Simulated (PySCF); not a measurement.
Species: OF2.
Geometry (PBE0-D3(BJ)/def2-TZVP, Å), atoms numbered from 1 in this order:
```
atom  x, y, z in Å
F1    -1.080   -0.290    0.018
O2    -0.013    0.585   -0.003
F3     1.093   -0.242   -0.003
```

The closed-shell ground state was solved at several levels (PySCF, density fitting, gas phase, non-relativistic). Geometry: PBE0-D3(BJ)/def2-TZVP; no solvent, vibrations or thermal averaging.

```tsv
level	basis functions	total energy (Eh)	HOMO (eV)	LUMO (eV)	gap (eV)	dipole (D)
PBE0/pcJ-2	153	-274.5228	-9.71	-1.99	7.72	0.29
B97-2/pcJ-2	153	-274.7018	-9.37	-2.19	7.18	0.30
PBE0/pcSseg-2	108	-274.5145	-9.72	-2.01	7.71	0.29
wB97X-D/aug-cc-pVTZ	138	-274.6908	-11.71	-0.09	11.62	0.29
PBE0/aug-cc-pVTZ	138	-274.5071	-9.72	-2.06	7.66	0.28
KT3/pcSseg-2	108	-278.0638	-7.81	-3.59	4.22	0.28
B97-2/pcSseg-2	108	-274.6932	-9.39	-2.21	7.18	0.29
wB97X-D/pcSseg-2	108	-274.6994	-11.71	-0.01	11.70	0.29
CAM-B3LYP/aug-cc-pVTZ	138	-274.7076	-11.42	-0.94	10.48	0.30
```

(1) Estimate the row for B3LYP/pcJ-2, a basis of 153 functions; the other rows only guide the guess.

(2) Over all these levels, which gives the widest orbital gap and which the narrowest?

(3) How much does the basis alone move the frontier levels among the 3 PBE0 rows?

(4) In the pcSseg-2 basis, how does the gap go with the fixed share of exact exchange?

(5) How far do the dipole and the HOMO energy spread over the levels?

## Answers

(1) Total energy -274.7914 Eh, HOMO -9.45 eV, LUMO -2.50 eV, gap 6.95 eV, dipole 0.30 D.

(2) wB97X-D/pcSseg-2 (range-separated hybrid) has the widest, 11.70 eV, and KT3/pcSseg-2 (GGA) the narrowest, 4.22 eV. The two share the basis. From the narrowest to the widest the HOMO moves by -3.90 eV and the LUMO by +3.58 eV.

(3) The HOMO by 0.01 eV and the LUMO by 0.07 eV. By rising basis size (HOMO, LUMO in eV): pcSseg-2 -9.72, -2.01; aug-cc-pVTZ -9.72, -2.06; pcJ-2 -9.71, -1.99.

(4) KT3 (0 %) 4.22 eV; B97-2 (21 %) 7.18 eV; PBE0 (25 %) 7.71 eV. Each rise in the share widens the gap here.

(5) The dipole runs from 0.28 to 0.30 D (mean 0.29 D) and the HOMO from -11.71 to -7.81 eV.

Note: wB97X-D ran without an empirical dispersion term, which enters the total energy and its gradient alone.
